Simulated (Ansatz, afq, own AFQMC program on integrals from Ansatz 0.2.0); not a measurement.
# BSiH₄ (doublet): quantum Monte Carlo beside coupled cluster at distance B1–H4 along a hydrogen transfer = 1.405 Å, cc-pVTZ

How near does AFQMC come to the top of the ladder for BSiH₄ (doublet)?

Computed with Ansatz 0.2.0, Gaussian basis, and an in-house AFQMC program (afq) on its integrals; all values are calculated. Level: cc-pVTZ, frozen cores.

Plan: PBE (unrestricted); CCSD(T) on UHF; r2SCAN (unrestricted); PBE0 (unrestricted); B3LYP (unrestricted); CCSD(T) on UHF; wB97M-V (unrestricted); B2PLYP (unrestricted); CCSD(T) on UHF; Phaseless AFQMC, CISD trial on UHF.

**1. The system**

The geometry derives from fragments relaxed apart (PBE0/def2-TZVP) and kept rigid, so it is no stationary point. A hydrogen atom is moved between rigid fragments.

6 atoms, charge 0, spin multiplicity 2.

Atoms are counted from 1 here; the program's logs count them from 0.

Bond lengths: B1–H2 1.193 Å, B1–H3 1.193 Å, B1–H4 1.405 Å, H4–Si5 1.599 Å, Si5–H6 1.532 Å. Angles: H2–B1–H3 120.0°, H2–B1–H4 120.0°, H3–B1–H4 120.0°, B1–H4–Si5 180.0°, H4–Si5–H6 105.0°.

**2. PBE (unrestricted)**

Contents of in.yaml:

```yaml
crystal:
  periodic: [false, false, false]
  atoms:
    - {symbol: B, position_ang: [-2.050153, 0.034738, 0.000000]}
    - {symbol: H, position_ang: [-2.646886, 1.068310, 0.000000]}
    - {symbol: H, position_ang: [-2.646886, -0.998833, 0.000000]}
    - {symbol: H, position_ang: [-0.645153, 0.034738, 0.000000]}
    - {symbol: Si, position_ang: [0.953847, 0.034738, 0.000000]}
    - {symbol: H, position_ang: [1.350282, -1.444775, 0.000000]}
basis:
  gaussian: {orbitals: cc-pVTZ}
magnetization: {spin_polarized: true, initial_magnetization: 1}
hamiltonian: {xc: {name: PBE}}
output: {orbitals: {seedname: orbitals}}
```

Command:

```console
ansatz run in.yaml --threads 1 --pin off --events-out ev --progress --plain --max-ram 5632MiB --backend cpu
```

The program printed:

```text
Functional definition: PBE
  name "PBE"
  cite "Perdew, Burke & Ernzerhof, Phys. Rev. Lett. 77, 3865 (1996) doi:10.1103/PhysRevLett.77.3865"
  parent pbe
  parameter kappa = 0.804
  parameter beta = 0.06672455060314922
  exchange = pbe_x(kappa = kappa, mu = beta*pi^2/3)
  correlation = pbe_c(beta = beta)
727 factors; their error is unknown
mean field evaluation 1: about -8602.5751 eV, gradient 2.7e1 eV
mean field evaluation 2: about -8554.1617 eV, gradient 6.7e1 eV
mean field evaluation 4: about -8609.4195 eV, gradient 4.8e0 eV
mean field evaluation 8: about -8609.6377 eV, gradient 2.5e-1 eV
mean field evaluation 16: about -8609.6379 eV, gradient 7.2e-4 eV
mean field evaluation 32: about -8608.7378 eV, gradient 1.9e0 eV
mean field -8609.63793841 eV, -316.3983584144 hartree, gradient 1.5e-5 eV, S^2 0.755671; 1 other end points of the search recorded, 0 dependent functions left out
reference -8609.63797648 eV, -316.3983598133 hartree; 12, 11 occupied and 108, 109 virtual orbitals, 727 factors
Total energy: -8609.63797648 eV, -316.3983598133 hartree
```

It took 2.9 s on 1 thread of AMD EPYC 7R13 (Zen 3), shared host; peak memory 2 GiB.

From the report: ⟨S²⟩ of the determinant 0.756 (pure doublet: 0.75).

**3. CCSD(T) on UHF**

in.yaml, as its differences from that of step 2:

```diff
@@ -12,3 +12,2 @@
 magnetization: {spin_polarized: true, initial_magnetization: 1}
-hamiltonian: {xc: {name: PBE}}
-output: {orbitals: {seedname: orbitals}}
+correlation: {method: ccsd_t, electrons: outside_noble_gas, hamiltonian_folder: ham}
```

Command:

```console
ansatz run in.yaml --threads 1 --pin off --events-out ev --progress --plain --max-ram 16896MiB --backend cuda --devices 0, --max-vram 18GiB
```

The program printed, shortened:

```text
Functional definition: HF
  name "HF"
  cite "Fock, Z. Phys. 61, 126 (1930) doi:10.1007/BF01340294"
  parent pbe
[...]
684 factors; integrals over basis functions are off by at most 1.4e-3 eV
[...]
mean field -8593.51364458 eV, -315.8058015457 hartree, gradient 2.0e-6 eV, S^2 0.792848; 13 other end points of the search recorded, 0 dependent functions left out
determinant -8593.51364458 eV, -315.8058015457 hartree, with singles and doubles -8600.60256658 eV, -316.0663146241 hartree
determinant -8592.14179598 eV, -315.7553870395 hartree, with singles and doubles -8599.29592284 eV, -316.0182963521 hartree
determinant -8591.72344320 eV, -315.7400128584 hartree, with singles and doubles -8598.35386667 eV, -315.9836764266 hartree
determinant -8590.95523374 eV, -315.7117816813 hartree, with singles and doubles -8598.05126004 eV, -315.9725558379 hartree
determinant -8590.71817659 eV, -315.7030699916 hartree, with singles and doubles -8597.56166455 eV, -315.9545635357 hartree
determinant -8590.69939896 eV, -315.7023799268 hartree, with singles and doubles -8597.62907758 eV, -315.9570409189 hartree
determinant -8590.60267934 eV, -315.6988255461 hartree, with singles and doubles -8597.51697378 eV, -315.9529211800 hartree
6 core orbitals not correlated: weight in the atoms' cores, before any rotation towards them, 1.000 or more for the frozen orbitals, at most 0.000 for the correlated occupied ones
reference -8593.51364458 eV, -315.8058015457 hartree; 6, 5 occupied and 108, 109 virtual orbitals, 684 factors
second order -5.69964987 eV of doubles, -0.00000000 eV of singles
cycle   1  -6.90603940 eV  change   -4.7e-1 eV  update   2.3e-2
[...]
cycle  12  -6.92521137 eV  change    2.2e-6 eV  update   1.1e-5
perturbative correction -0.25461808 eV, -0.0093570419 hartree
Total energy: -8600.69347404 eV, -316.0696554115 hartree
```

It took 7 s on 1 × NVIDIA H100 80GB HBM3 with 1 thread of AMD EPYC 7R13 (Zen 3), shared host; peak host memory 2 GiB.

From the report: ⟨S²⟩ of the determinant 0.793 (pure doublet: 0.75); correlation -7.1798 eV; T1 0.042; largest double amplitude 0.06.

This run also writes the integrals to the folder ham.

**4. r2SCAN (unrestricted)**

in.yaml, as its differences from that of step 3:

```diff
@@ -12,2 +12,2 @@
 magnetization: {spin_polarized: true, initial_magnetization: 1}
-correlation: {method: ccsd_t, electrons: outside_noble_gas, hamiltonian_folder: ham}
+hamiltonian: {xc: {name: r2SCAN}}
```

Command:

```console
ansatz run in.yaml --threads 1 --pin off --events-out ev --progress --plain --max-ram 5632MiB --backend cpu
```

The program printed:

```text
Functional definition: r2SCAN
  name "r2SCAN"
  cite "Furness, Kaplan, Ning, Perdew & Sun, J. Phys. Chem. Lett. 11, 8208 (2020) doi:10.1021/acs.jpclett.0c02405"
  cite "Furness, Kaplan, Ning, Perdew & Sun, J. Phys. Chem. Lett. 11, 9248 (2020) doi:10.1021/acs.jpclett.0c03077"
  parent r2scan
  parameter k0 = 0.174
  parameter k1 = 0.065
  parameter a1 = 4.9479
  exchange = r2scan_x(k0 = k0, k1 = k1, a1 = a1)
  correlation = r2scan_c
727 factors; their error is unknown
mean field evaluation 1: about -8608.3235 eV, gradient 2.4e1 eV
mean field evaluation 2: about -8571.9374 eV, gradient 5.4e1 eV
mean field evaluation 4: about -8613.3925 eV, gradient 5.8e0 eV
mean field evaluation 8: about -8613.7319 eV, gradient 2.3e-1 eV
mean field evaluation 16: about -8613.6993 eV, gradient 1.7e-3 eV
mean field evaluation 32: about -8613.6993 eV, gradient 2.1e-5 eV
mean field -8613.69930617 eV, -316.5476109265 hartree, gradient 1.4e-5 eV, S^2 0.763577; 2 other end points of the search recorded, 0 dependent functions left out
reference -8613.69931986 eV, -316.5476114297 hartree; 12, 11 occupied and 108, 109 virtual orbitals, 727 factors
Total energy: -8613.69931986 eV, -316.5476114297 hartree
```

Wall time 6.5 s (1 thread of AMD EPYC 7R13 (Zen 3), shared host); peak memory 2 GiB.

From the report: ⟨S²⟩ of the determinant 0.764 (pure doublet: 0.75).

**5. PBE0 (unrestricted)**

in.yaml, as its differences from that of step 4:

```diff
@@ -12,2 +12,3 @@
 magnetization: {spin_polarized: true, initial_magnetization: 1}
-hamiltonian: {xc: {name: r2SCAN}}
+hamiltonian: {xc: {name: PBE0}}
+output: {orbitals: {seedname: orbitals}}
```

Same command.

The program printed:

```text
Functional definition: PBE0
  name "PBE0"
  cite "Adamo & Barone, J. Chem. Phys. 110, 6158 (1999) doi:10.1063/1.478522"
  cite "Perdew, Burke & Ernzerhof, Phys. Rev. Lett. 77, 3865 (1996) doi:10.1103/PhysRevLett.77.3865"
  parent pbe
  parameter a = 0.25
  parameter kappa = 0.804
  parameter beta = 0.06672455060314922
  exchange = (1 - a)*pbe_x(kappa = kappa, mu = beta*pi^2/3) + a*exact_x
  correlation = pbe_c(beta = beta)
736 factors; their error is unknown
mean field evaluation 1: about -8606.7677 eV, gradient 2.0e1 eV
mean field evaluation 2: about -8602.0020 eV, gradient 2.9e1 eV
mean field evaluation 4: about -8610.4071 eV, gradient 1.9e0 eV
mean field evaluation 8: about -8610.4754 eV, gradient 2.3e-1 eV
mean field evaluation 16: about -8610.4758 eV, gradient 1.4e-4 eV
mean field -8610.47575122 eV, -316.4291474672 hartree, gradient 6.8e-5 eV, S^2 0.757610; 2 other end points of the search recorded, 0 dependent functions left out
reference -8610.47578052 eV, -316.4291485441 hartree; 12, 11 occupied and 108, 109 virtual orbitals, 736 factors
Total energy: -8610.47578052 eV, -316.4291485441 hartree
```

Wall time 2.5 s (1 thread of AMD EPYC 7R13 (Zen 3), shared host); peak memory 2 GiB.

From the report: ⟨S²⟩ of the determinant 0.758 (pure doublet: 0.75).

**6. B3LYP (unrestricted)**

in.yaml, as its differences from that of step 5:

```diff
@@ -12,3 +12,2 @@
 magnetization: {spin_polarized: true, initial_magnetization: 1}
-hamiltonian: {xc: {name: PBE0}}
-output: {orbitals: {seedname: orbitals}}
+hamiltonian: {xc: {name: B3LYP}}
```

Launched as before.

The program printed, shortened:

```text
Functional definition: B3LYP
  name "B3LYP"
  cite "Stephens, Devlin, Chabalowski & Frisch, J. Phys. Chem. 98, 11623 (1994) doi:10.1021/j100096a001"
  cite "Becke, Phys. Rev. A 38, 3098 (1988) doi:10.1103/PhysRevA.38.3098"
  cite "Lee, Yang & Parr, Phys. Rev. B 37, 785 (1988) doi:10.1103/PhysRevB.37.785"
  cite "Vosko, Wilk & Nusair, Can. J. Phys. 58, 1200 (1980) doi:10.1139/p80-159"
[...]
736 factors; their error is unknown
[...]
mean field -8616.02052491 eV, -316.6329141419 hartree, gradient 3.3e-5 eV, S^2 0.754690; 2 other end points of the search recorded, 0 dependent functions left out
reference -8616.02076247 eV, -316.6329228721 hartree; 12, 11 occupied and 108, 109 virtual orbitals, 736 factors
Total energy: -8616.02076247 eV, -316.6329228721 hartree
```

Run time: 2.5 s. Hardware: 1 thread of AMD EPYC 7R13 (Zen 3), shared host; peak memory 2 GiB.

From the report: ⟨S²⟩ of the determinant 0.755 (pure doublet: 0.75).

**7. CCSD(T) on UHF**

in.yaml, as its differences from that of step 6:

```diff
@@ -10,4 +10,4 @@
 basis:
-  gaussian: {orbitals: cc-pVTZ}
+  gaussian: {orbitals: def2-TZVPP}
 magnetization: {spin_polarized: true, initial_magnetization: 1}
-hamiltonian: {xc: {name: B3LYP}}
+correlation: {method: ccsd_t, electrons: outside_noble_gas}
```

Command:

```console
ansatz run in.yaml --threads 1 --pin off --events-out ev --progress --plain --max-ram 16896MiB --backend cuda --devices 0, --max-vram 18GiB
```

The program printed, shortened:

```text
Functional definition: HF
  name "HF"
  cite "Fock, Z. Phys. 61, 126 (1930) doi:10.1007/BF01340294"
  parent pbe
[...]
739 factors; integrals over basis functions are off by at most 1.8e-3 eV
[...]
mean field -8593.41055968 eV, -315.8020132455 hartree, gradient 3.6e-6 eV, S^2 0.794204; 13 other end points of the search recorded, 0 dependent functions left out
determinant -8593.41055968 eV, -315.8020132455 hartree, with singles and doubles -8600.51065878 eV, -316.0629370748 hartree
determinant -8592.03868788 eV, -315.7515978867 hartree, with singles and doubles -8599.20158665 eV, -316.0148295612 hartree
determinant -8591.63051788 eV, -315.7365979159 hartree, with singles and doubles -8598.26665013 eV, -315.9804712780 hartree
determinant -8590.85679772 eV, -315.7081642245 hartree, with singles and doubles -8597.96399558 eV, -315.9693489282 hartree
determinant -8590.61859091 eV, -315.6994102855 hartree, with singles and doubles -8597.47170036 eV, -315.9512574128 hartree
determinant -8590.59684657 eV, -315.6986111959 hartree, with singles and doubles -8597.53386388 eV, -315.9535418798 hartree
determinant -8590.50575450 eV, -315.6952636238 hartree, with singles and doubles -8597.42552735 eV, -315.9495605858 hartree
6 core orbitals not correlated: weight in the atoms' cores, before any rotation towards them, 1.000 or more for the frozen orbitals, at most 0.000 for the correlated occupied ones
reference -8593.41055968 eV, -315.8020132455 hartree; 6, 5 occupied and 117, 118 virtual orbitals, 739 factors
second order -5.70425984 eV of doubles, -0.00000000 eV of singles
cycle   1  -6.91509899 eV  change   -4.8e-1 eV  update   2.3e-2
[...]
cycle  12  -6.93587762 eV  change    1.2e-6 eV  update   1.1e-5
perturbative correction -0.25573130 eV, -0.0093979518 hartree
Total energy: -8600.60216860 eV, -316.0662999985 hartree
```

It took 11 s on 1 × NVIDIA H100 80GB HBM3 with 1 thread of AMD EPYC 7R13 (Zen 3), shared host; peak host memory 2 GiB.

From the report: ⟨S²⟩ of the determinant 0.794 (pure doublet: 0.75); correlation -7.1916 eV; T1 0.042; largest double amplitude 0.06.

**8. wB97M-V (unrestricted)**

in.yaml, as its differences from that of step 7:

```diff
@@ -10,4 +10,5 @@
 basis:
-  gaussian: {orbitals: def2-TZVPP}
+  gaussian: {orbitals: cc-pVTZ}
 magnetization: {spin_polarized: true, initial_magnetization: 1}
-correlation: {method: ccsd_t, electrons: outside_noble_gas}
+hamiltonian: {xc: {name: wB97M-V}}
+output: {orbitals: {seedname: orbitals}}
```

Command:

```console
ansatz run in.yaml --threads 1 --pin off --events-out ev --progress --plain --max-ram 5632MiB --backend cpu
```

The program printed, shortened:

```text
Functional definition: wB97M-V
  name "wB97M-V"
  cite "Mardirossian & Head-Gordon, J. Chem. Phys. 144, 214110 (2016) doi:10.1063/1.4952647"
  cite "Becke, J. Chem. Phys. 107, 8554 (1997) doi:10.1063/1.475007"
  cite "Vydrov & Van Voorhis, J. Chem. Phys. 133, 244103 (2010) doi:10.1063/1.3521275"
  # Of w^i u^j: cxij and so on, Table III.
[...]
  gx(w, u) = 1 - cx + cx01*u + cx10*w
  gss(w, u) = css00 + css04*u^4 + css10*w + css20*w^2 + css43*w^4*u^3
  gos(w, u) = cos00 + cos10*w + (cos20 + cos21*u)*w^2 + (cos60 + cos61*u)*w^6
[...]
      + integral(e_c_pw_mod_opposite_spin*gos(b97_w_opposite, b97_u_opposite)) + vv10(b, c)
736 factors; their error is unknown
175 factors; integrals over basis functions are off by at most 2.1e-5 eV
[...]
mean field -8613.47110827 eV, -316.5392248086 hartree, gradient 3.1e-5 eV, S^2 0.751865; 3 other end points of the search recorded, 0 dependent functions left out
reference -8613.47115103 eV, -316.5392263801 hartree; 12, 11 occupied and 108, 109 virtual orbitals, 736 factors
Total energy: -8613.47115103 eV, -316.5392263801 hartree
```

Run time: 8.5 s. Hardware: 1 thread of AMD EPYC 7R13 (Zen 3), shared host; peak memory 2 GiB.

From the report: ⟨S²⟩ of the determinant 0.752 (pure doublet: 0.75).

**9. B2PLYP (unrestricted)**

in.yaml, as its differences from that of step 8:

```diff
@@ -12,3 +12,3 @@
 magnetization: {spin_polarized: true, initial_magnetization: 1}
-hamiltonian: {xc: {name: wB97M-V}}
-output: {orbitals: {seedname: orbitals}}
+hamiltonian: {xc: {name: B2PLYP}}
+correlation: {electrons: outside_noble_gas}
```

Launched as before.

The program printed, shortened:

```text
Functional definition: B2PLYP
  name "B2PLYP"
  cite "Grimme, J. Chem. Phys. 124, 034108 (2006) doi:10.1063/1.2148954"
  cite "Becke, Phys. Rev. A 38, 3098 (1988) doi:10.1103/PhysRevA.38.3098"
  cite "Lee, Yang & Parr, Phys. Rev. B 37, 785 (1988) doi:10.1103/PhysRevB.37.785"
[...]
684 factors; integrals over basis functions are off by at most 1.4e-3 eV
[...]
mean field -8608.80100451 eV, -316.3676016608 hartree, gradient 3.1e-6 eV, S^2 0.760666; 4 other end points of the search recorded, 0 dependent functions left out
6 core orbitals not correlated: weight in the atoms' cores, before any rotation towards them, 1.000 or more for the frozen orbitals, at most 0.000 for the correlated occupied ones
reference -8608.80115721 eV, -316.3676072725 hartree; 6, 5 occupied and 108, 109 virtual orbitals, 684 factors
second order -7.34827677 eV of doubles, -0.00000000 eV of singles
Total energy: -8610.78519194 eV, -316.4405192039 hartree
```

It took 4.9 s on 1 thread of AMD EPYC 7R13 (Zen 3), shared host; peak memory 2 GiB.

From the report: ⟨S²⟩ of the determinant 0.761 (pure doublet: 0.75).

**10. CCSD(T) on UHF**

in.yaml, as its differences from that of step 9:

```diff
@@ -10,5 +10,4 @@
 basis:
-  gaussian: {orbitals: cc-pVTZ}
+  gaussian: {orbitals: "def2-QZVPP.json"}
 magnetization: {spin_polarized: true, initial_magnetization: 1}
-hamiltonian: {xc: {name: B2PLYP}}
-correlation: {electrons: outside_noble_gas}
+correlation: {method: ccsd_t, electrons: outside_noble_gas}
```

Command:

```console
ansatz run in.yaml --threads 1 --pin off --events-out ev --progress --plain --max-ram 16896MiB --backend cuda --devices 0, --max-vram 18GiB
```

The program printed, shortened:

```text
Functional definition: HF
  name "HF"
  cite "Fock, Z. Phys. 61, 126 (1930) doi:10.1007/BF01340294"
  parent pbe
[...]
1450 factors; integrals over basis functions are off by at most 1.0e-3 eV
[...]
mean field -8593.68982982 eV, -315.8122762338 hartree, gradient 1.9e-6 eV, S^2 0.796316; 8 other end points of the search recorded, 0 dependent functions left out
determinant -8593.68982982 eV, -315.8122762338 hartree, with singles and doubles -8601.14920848 eV, -316.0864033433 hartree
determinant -8592.31404194 eV, -315.7617169615 hartree, with singles and doubles -8599.85884314 eV, -316.0389832919 hartree
determinant -8591.90825882 eV, -315.7468047072 hartree, with singles and doubles -8598.87524113 eV, -316.0028365846 hartree
6 core orbitals not correlated: weight in the atoms' cores, before any rotation towards them, 1.000 or more for the frozen orbitals, at most 0.000 for the correlated occupied ones
reference -8593.68982982 eV, -315.8122762338 hartree; 6, 5 occupied and 235, 236 virtual orbitals, 1450 factors
second order -6.06387768 eV of doubles, -0.00000000 eV of singles
cycle   1  -7.14387710 eV  change   -6.2e-1 eV  update   3.6e-2
[...]
cycle  13  -7.19211834 eV  change   -2.0e-6 eV  update   1.4e-5
perturbative correction -0.28109306 eV, -0.0103299793 hartree
Total energy: -8601.16304122 eV, -316.0869116872 hartree
```

Run time: 16 s. Hardware: 1 × NVIDIA H100 80GB HBM3 with 1 thread of AMD EPYC 7R13 (Zen 3), shared host; peak host memory 2 GiB.

From the report: ⟨S²⟩ of the determinant 0.796 (pure doublet: 0.75); correlation -7.4732 eV; T1 0.043; largest double amplitude 0.05.

**11. Phaseless AFQMC, CISD trial on UHF**

It reads the integrals that the CCSD(T) run on this determinant wrote.

Command:

```console
afq ham --method phaseless --trial cisd --walkers 700 --populations 10 --least-time 60 --time-step 0.005 --steps-per-block 50 --equilibration-blocks 28 --max-blocks 4000 --target-error 0.0002 --factor-cut 1e-05 --start spin_pure --seed 5437 --release-times 0.24,0.51,0.99,1.62,2.4 --release-step 0.03 --release-every 3 --taylor-order 6
```

The program printed:

```text
orbitals 114  electrons 6 5  factors 678 of 684
reference energy -315.80580155 Eh
CCSD correlation -0.25449665 Eh in 16 cycles, weight of the determinant in the CISD state 0.8298
energy of the start -316.057687 Eh
 block  time / (1/Eh)  mean weight  energy / Eh
     1     0.250  1.0000  -316.055183
     2     0.500  0.9992  -316.057451
     3     0.750  1.0004  -316.060038
     4     1.000  0.9999  -316.062193
     5     1.250  1.0005  -316.063695
     6     1.500  0.9988  -316.065426
     7     1.750  0.9993  -316.066945
     8     2.000  0.9999  -316.067089
     9     2.250  0.9987  -316.067787
    10     2.500  1.0001  -316.068076
    11     2.750  0.9999  -316.067922
    16     4.000  1.0001  -316.069397
    21     5.250  1.0006  -316.073511
    26     6.500  0.9994  -316.070807
    31     7.750  1.0009  -316.069942
    36     9.000  1.0004  -316.071604
    41    10.250  1.0001  -316.071566
    46    11.500  1.0002  -316.074210
    51    12.750  1.0001  -316.070974
    56    14.000  0.9997  -316.072244
    61    15.250  1.0012  -316.070624
    66    16.500  1.0003  -316.069825
    71    17.750  0.9999  -316.071024
    76    19.000  0.9994  -316.070940
    81    20.250  0.9997  -316.071378
    86    21.500  0.9999  -316.072116
    91    22.750  0.9999  -316.071660
    96    24.000  1.0005  -316.071170
   101    25.250  1.0004  -316.070476
   106    26.500  1.0000  -316.074104
   111    27.750  1.0009  -316.071280
   116    29.000  1.0002  -316.069141
   121    30.250  0.9996  -316.072819
   126    31.500  0.9999  -316.074704
   131    32.750  0.9997  -316.071178
   136    34.000  1.0005  -316.072370
   141    35.250  0.9997  -316.071117
   146    36.500  0.9991  -316.071789
   151    37.750  0.9997  -316.073688
   156    39.000  1.0003  -316.069946
   161    40.250  0.9997  -316.071833
   166    41.500  0.9991  -316.071471
   171    42.750  1.0002  -316.071162
   176    44.000  0.9992  -316.070660
   181    45.250  1.0001  -316.073753
   186    46.500  1.0006  -316.072506
   191    47.750  1.0005  -316.068500
   196    49.000  1.0003  -316.070779
   201    50.250  0.9995  -316.071277
   206    51.500  1.0000  -316.070112
   211    52.750  0.9992  -316.072018
error from the spread of 10 populations
released: time / (1/Eh)  energy / Eh  error  mean overlap
  0.24  -316.071881  0.000231  0.9993
  0.51  -316.072044  0.000173  0.9997
  0.99  -316.072145  0.000267  0.9971
  1.62  -316.072818  0.000406  0.9867
  2.40  -316.073232  0.000480  0.9727
energy -316.071543 +/- 0.000194 Eh
```

Run time: 4.1 min. Hardware: 1 × NVIDIA H100 80GB HBM3 with 2 threads of AMD EPYC 7R13 (Zen 3), shared host; peak host memory 2 GiB.

Energy -8600.7448 ± 0.0053 eV. Caveats: constraint bias not in the error.

**12. All levels side by side**

On the UHF determinant, counted from CCSD(T) (a yardstick, not exact):

| level | energy (eV) | from CCSD(T) (kcal/mol) | statistical error (kcal/mol) | time |
| --- | --- | --- | --- | --- |
| HF | -8593.5136 | +165.57 |  |  |
| MP2 | -8599.2133 | +34.13 |  |  |
| CCSD | -8600.4389 | +5.87 |  |  |
| CCSD(T) | -8600.6935 | 0.00 |  |  |
| Phaseless AFQMC, CISD trial, step 0.005, 700 walkers | -8600.7448 | -1.18 | 0.12 | 4.1 min |

The functionals' totals stand on their own zeros and serve differences with other points: PBE -8609.638 eV; r2SCAN -8613.699 eV; PBE0 -8610.476 eV; B3LYP -8616.021 eV; wB97M-V -8613.471 eV; B2PLYP -8610.785 eV.

**13. Summary of results**

```
                                       quantity                  value
Phaseless AFQMC, CISD trial on UHF from CCSD(T)  -1.18 ± 0.12 kcal/mol
```

In words: On UHF the phaseless walk with the CISD trial lies -1.18 kcal/mol from CCSD(T), 10 times its error bar. Error bars are statistical and leave out the constraint, the time step and what remains of the start.
